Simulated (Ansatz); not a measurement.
C4H5FO can be A, `CC1O/C1=C/F`, or B, `C#COC(C)F`.

Isolated molecules relaxed with PBE0-D4/def2-TZVP in Ansatz; ΔE leaves out vibrations. CCSD(T)/CBS is the MP2 limit (def2-TZVPP, def2-QZVPP) plus CCSD(T) − MP2 in def2-TZVPP, frozen cores. DFT in def2-TZVPP. Each species was taken in one conformer, which may not be the lowest.

**Question.** Which is lower in electronic energy at CCSD(T)/CBS, and by how much? (Best estimate.)

**Answer.** The calculation gave: A, by 3.1 kJ/mol.

**Question.** Give E(B) − E(A) in kJ/mol with PBE-D4, CCSD(T)/def2-TZVPP, CCSD/def2-TZVPP, PBE0-D4, r2SCAN-D4, HF/def2-TZVPP, ωB97M-V. (Estimate.)

**Answer.** Computed: PBE-D4 35.4, CCSD(T)/def2-TZVPP 4.3, CCSD/def2-TZVPP 1.4, PBE0-D4 28.4, r2SCAN-D4 22.9, HF/def2-TZVPP -19.5, ωB97M-V 10.7. The order is the other way round with HF/def2-TZVPP.

Largest T1 diagnostic: 0.013.

In def2-TZVPP, CCSD(T) changes the Hartree–Fock value by +23.8 kJ/mol (the triples alone add +2.9 kJ/mol) and MP2 by +19.7 kJ/mol. From PBE to PBE0 (25 % exact exchange), in def2-TZVPP and without D4, E(B) − E(A) moves by −7.0 kJ/mol.
